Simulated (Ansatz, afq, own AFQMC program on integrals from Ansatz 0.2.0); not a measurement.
Two steps: Ansatz 0.2.0 writes the Fock matrix and Cholesky factors of the valence space, and afq projects on them the lowest state that overlaps trial and start.

```yaml
crystal:
  periodic: [false, false, false]
  atoms:
    - {symbol: H, position_ang: [0.000000, 0.000000, -1.145333]}
    - {symbol: H, position_ang: [0.000000, 0.000000, -0.216333]}
    - {symbol: Si, position_ang: [0.000000, 0.000000, 1.361667]}
basis:
  gaussian: {orbitals: cc-pVTZ}
magnetization: {spin_polarized: true, initial_magnetization: 2}
correlation: {method: ccsd_t, electrons: outside_noble_gas, hamiltonian_folder: ham}
```

```sh
$ ansatz run in.yaml --threads 1 --pin off --events-out ev --progress --plain --max-ram 16896MiB --backend cuda --devices 0, --max-vram 18GiB
```

afq runs on the folder ham with

```
--method phaseless --trial hf --walkers 4000 --populations 20 --least-time 40 --time-step 0.005 --steps-per-block 20 --equilibration-blocks 112 --max-blocks 4000 --target-error 0.0007499999999999999 --factor-cut 1e-05 --start spin_pure --seed 7507 --taylor-order 6
```

Times are imaginary, in 1/Eh. The walk had a cap of 74 s. With eight or more populations the least sampling time is a fifth of least-time, and the error comes from their spread.

```
orbitals 57  electrons 4 2  factors 346 of 355
reference energy -289.93854409 Eh
CCSD correlation -0.12798809 Eh in 12 cycles, weight of the determinant in the CISD state 0.9032
energy of the start -289.938829 Eh
 block  time / (1/Eh)  mean weight  energy / Eh
     1     0.100  1.0003  -289.960543
     2     0.200  1.0007  -289.976337
     3     0.300  1.0004  -289.989240
     4     0.400  1.0005  -289.999933
     5     0.500  1.0004  -290.008818
     7     0.700  1.0004  -290.022543
     9     0.900  1.0001  -290.032306
    13     1.300  1.0001  -290.045612
    21     2.100  1.0001  -290.059522
    25     2.500  0.9999  -290.060854
    29     2.900  1.0002  -290.063643
    37     3.700  0.9997  -290.063752
    45     4.500  0.9999  -290.067592
    53     5.300  1.0001  -290.073309
    61     6.100  0.9999  -290.074844
    69     6.900  1.0000  -290.070127
    77     7.700  1.0001  -290.070871
    85     8.500  1.0003  -290.070894
    93     9.300  0.9998  -290.069899
   101    10.100  1.0002  -290.068059
   109    10.900  1.0003  -290.061835
   117    11.700  1.0002  -290.069996
   125    12.500  0.9999  -290.069732
   133    13.300  0.9999  -290.069574
   141    14.100  0.9999  -290.071231
   149    14.900  1.0000  -290.071722
   157    15.700  1.0001  -290.071603
   165    16.500  1.0001  -290.071133
   169    16.900  1.0001  -290.076099
   173    17.300  0.9997  -290.070068
   181    18.100  0.9997  -290.071074
   189    18.900  0.9997  -290.066930
error from the spread of 20 populations
energy -290.070088 +/- 0.000508 Eh
(rows thinned)
```

**Question.** Estimate how long the walk took on 1 × NVIDIA H100 80GB HBM3 with 2 threads of AMD EPYC 7R13 Processor (Zen 3), on a shared host (the card was shared).

**Answer.** 35 s of wall time.

The run passed its tests (sampling time, drift between the halves within three errors, error under three times the target), which doesn't prove that it has relaxed.

Against this walk (error 13.8 meV) on the same determinant: CCSD(T) 27.2 meV lower (within the noise), CCSDT(Q) 61.6 meV lower, a separate phaseless walk with a CISD trial and standard settings 46.7 ± 14.0 meV lower. The error is statistical and leaves out the bias of the constraint. CCSDT(Q) is the surest value here, so the walk's 62 meV above it is most likely the bias of the constraint with this trial, which can have either sign.

Cautions: constraint bias not in the error; lower spins were not checked.

CCSDT and higher add their correlation energy to the determinant of the CCSD(T) run, since their own runs factorise the integrals more tightly (a shift of under 2 meV). A walk keeps the symmetry of its determinant, which the program's search chose and which needn't be the lowest solution, so a lower state of the same spin and another symmetry isn't excluded.
